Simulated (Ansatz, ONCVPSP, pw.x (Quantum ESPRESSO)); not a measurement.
## What a changed setting does to a pw.x run (fcc Os)

Potential: optimised norm-conserving Vanderbilt (ONCV), ONCVPSP 4.0.1, LDA (Perdew-Wang 92); core [Kr] 4d10 4f14, reference 5s2 5p6 5d6 6s1.75 6p0.25; waves: 5s+6s: rc 1.45 bohr, ncon 4, nbas 8, qcut 8.7 1/bohr, 2 projectors; 5p+6p: rc 2.25 bohr, ncon 4, nbas 8, qcut 9.4 1/bohr, 2 projectors; 5d: rc 2.25 bohr, ncon 4, nbas 9, qcut 8 1/bohr, 2 projectors, debl 3.5 Ha; local part: polynomial inside 1.00 bohr (lpopt 5, dvloc0 1 Ha); core correction: polynomial model core, fcfact 0.65.

The reference run (k-mesh 15³, cutoffs 80/320 Ry, Fermi–Dirac 0.01 Ry, mixing_beta 0.4, conv_thr 1e-9, no spin) gives -5.64 GPa at 13.735 Å³/atom, where all-electron LAPW gives 0.40 GPa. This run, with its own iteration cap, changes k-mesh shift to 1.

```
&control
  calculation='scf', prefix='x', pseudo_dir='./', outdir='./tmp', tstress=.true., disk_io='none'
/
&system
  ibrav=0, nat=1, ntyp=1, ecutwfc=80, ecutrho=320, nbnd=16,
  occupations='smearing', smearing='fd', degauss=0.01
/
&electrons
  conv_thr=1e-09, mixing_beta=0.4, electron_maxstep=50
/
ATOMIC_SPECIES
Os 1.0 Os.UPF
CELL_PARAMETERS angstrom
  0.00000000 1.90078453 1.90078453
  1.90078453 0.00000000 1.90078453
  1.90078453 1.90078453 0.00000000
ATOMIC_POSITIONS crystal
Os 0.0000 0.0000 0.0000
K_POINTS automatic
15 15 15 1 1 1
```

```bash
pw.x < Os.scf.in > Os.scf.out
```

Question: How does the run end?

Answer: It converges in 7 iterations; the free energy moves by +6.1 meV/atom and the pressure by +0.31 GPa.

```
Message from routine setup:
     using ibrav=0 with symmetry is DISCOURAGED, use correct ibrav instead
     lattice parameter (alat)  =       5.0798  a.u.
     unit-cell volume          =      92.6884 (a.u.)^3
     number of electrons       =        16.00
     number of Kohn-Sham states=           16
     kinetic-energy cutoff     =      80.0000  Ry
     charge density cutoff     =     320.0000  Ry
     scf convergence threshold =      1.0E-09
     Exchange-correlation= SLA  PW   NOGX NOGC
     number of k points=   344  Fermi-Dirac smearing, width (Ry)=  0.0100
     iteration #  1     ecut=    80.00 Ry     beta= 0.40
     total energy              =    -235.89756038 Ry
     estimated scf accuracy    <       0.04128401 Ry
     iteration #  2     ecut=    80.00 Ry     beta= 0.40
     total energy              =    -235.90090823 Ry
     estimated scf accuracy    <       0.00309304 Ry
     iteration #  3     ecut=    80.00 Ry     beta= 0.40
     total energy              =    -235.90137286 Ry
     estimated scf accuracy    <       0.00021577 Ry
     iteration #  4     ecut=    80.00 Ry     beta= 0.40
     total energy              =    -235.90139183 Ry
     estimated scf accuracy    <       0.00000598 Ry
     iteration #  5     ecut=    80.00 Ry     beta= 0.40
     total energy              =    -235.90139338 Ry
     estimated scf accuracy    <       0.00000050 Ry
     iteration #  6     ecut=    80.00 Ry     beta= 0.40
     total energy              =    -235.90139349 Ry
     estimated scf accuracy    <          2.4E-09 Ry
     iteration #  7     ecut=    80.00 Ry     beta= 0.40
     the Fermi energy is    26.1127 ev
!    total energy              =    -235.90139349 Ry
     estimated scf accuracy    <          9.9E-10 Ry
     smearing contrib. (-TS)   =      -0.00350336 Ry
     The total energy is F=E-TS. E is the sum of the following terms:
     one-electron contribution =     -20.70195542 Ry
     hartree contribution      =      23.13412596 Ry
     xc contribution           =     -74.94795488 Ry
     ewald contribution        =    -163.38210579 Ry
     convergence has been achieved in   7 iterations
          total   stress  (Ry/bohr**3)                   (kbar)     P=      -53.36
     Message from routine punch:
     Nothing written, as per user request (disk_io='none')
```

The run took about 68 s on one core of a shared host (Intel(R) Xeon(R) Platinum 8488C, 192 threads, 744 GiB, load 88).
